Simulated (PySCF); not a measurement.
NaCl, SMILES [Na][Cl].

Geometry: PBE-D3(BJ)/def2-TZVPD.

Computed with IEF-PCM-B3LYP/def2-TZVPD (PySCF 2.14.0).

The values are the electrostatic part of the solvation free energy, E(continuum) − E(gas) at the gas-phase geometry, in a cavity of scaled van der Waals radii (PySCF's table); cavitation and dispersion terms are not included. A continuum can't describe solvent molecules that bind to the metal. In vacuum the orbital gap is 4.28 eV. The dipole moment in vacuum is 8.76 D.

Computed values in water (ε = 78.36), acetonitrile (ε = 35.69), ethanol (ε = 24.85):
| solvent | ε | ΔG(elec) (kcal/mol) | dipole (D) | gap (eV) |
|---|---|---|---|---|
| water | 78.36 | -18.7 | 10.09 | 6.39 |
| acetonitrile | 35.69 | -18.3 | 10.06 | 6.35 |
| ethanol | 24.85 | -17.9 | 10.04 | 6.31 |
